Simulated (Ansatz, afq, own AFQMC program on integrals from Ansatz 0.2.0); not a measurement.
Two steps: Ansatz 0.2.0 writes the Fock matrix and Cholesky factors of the valence space, and afq projects on them the lowest state that overlaps trial and start.

```yaml
crystal:
  periodic: [false, false, false]
  atoms:
    - {symbol: Ge, position_ang: [0.000000, 0.000000, 0.330803]}
    - {symbol: C, position_ang: [0.000000, 0.000000, -1.626483]}
    - {symbol: H, position_ang: [0.000000, 0.908852, -2.229454]}
    - {symbol: H, position_ang: [0.000000, -0.908852, -2.229454]}
basis:
  gaussian: {orbitals: cc-pVDZ}
total_charge: 1
magnetization: {spin_polarized: true, initial_magnetization: 1}
correlation: {method: ccsd_t, electrons: outside_noble_gas, hamiltonian_folder: ham}
```

```sh
$ ansatz run in.yaml --threads 1 --pin off --events-out ev --progress --plain --max-ram 1382MiB
```

afq runs on the folder ham with

```
--method phaseless --trial hf --walkers 120 --populations 1 --least-time 40 --time-step 0.005 --steps-per-block 20 --equilibration-blocks 112 --max-blocks 600 --target-error 0.00108 --factor-cut 1e-05 --start spin_pure --seed 149 --taylor-order 6
```

Times are imaginary, in 1/Eh. The walk had a cap of 1011 s. Filled inner d shells are frozen with the cores.

Log:

```
orbitals 36  electrons 5 4  factors 287 of 548
reference energy -2114.04129771 Eh
CCSD correlation -0.19933828 Eh in 11 cycles, weight of the determinant in the CISD state 0.8871
energy of the start -2114.041508 Eh
 block  time / (1/Eh)  mean weight  energy / Eh
     1     0.100  0.9994  -2114.082348
     2     0.200  1.0019  -2114.111202
     3     0.300  1.0029  -2114.138176
     4     0.400  1.0021  -2114.161782
     5     0.500  0.9998  -2114.166845
    10     1.000  1.0007  -2114.204871
    86     8.600  0.9982  -2114.218906
   171    17.100  1.0006  -2114.266021
   256    25.600  0.9988  -2114.241135
   341    34.100  1.0000  -2114.235308
   426    42.600  0.9986  -2114.250026
   511    51.100  1.0009  -2114.298256
   596    59.600  1.0007  -2114.228241
   681    68.100  0.9991  -2114.244133
   698    69.800  0.9974  -2114.211256
blocks merged  error / Eh  count
     1  0.000797  600
     2  0.001064  300
     4  0.001395  150
     8  0.001733  75
    16  0.002224  37
    32  0.002561  18
    64  0.002592  9
energy -2114.249687 +/- 0.002561 Eh
(rows thinned)
```

The run passed its tests (sampling time, drift between the halves within three errors, error under three times the target), which doesn't prove that it has relaxed.

Against this walk (error 69.7 meV) on the same determinant: CCSD(T) 95.5 meV higher (within the noise), CCSDT(Q) 58.8 meV higher (within the noise), a separate phaseless walk with a CISD trial and standard settings 75.3 ± 70.4 meV higher (within the noise). The error is statistical and leaves out the bias of the constraint.

Cautions: constraint bias not in the error; error above the target (69.7 against 29.4 meV); no relativity below Rb; no spin-orbit coupling; inner d shell frozen.

The walk took 3.3 min on 1 thread of Arm Neoverse V2 (shared host). The log's last line is the phaseless energy.

CCSDT and higher add their correlation energy to the determinant of the CCSD(T) run, since their own runs factorise the integrals more tightly (a shift of under 2 meV). A walk keeps the symmetry of its determinant, which the program's search chose and which needn't be the lowest solution, so a lower state of the same spin and another symmetry isn't excluded.
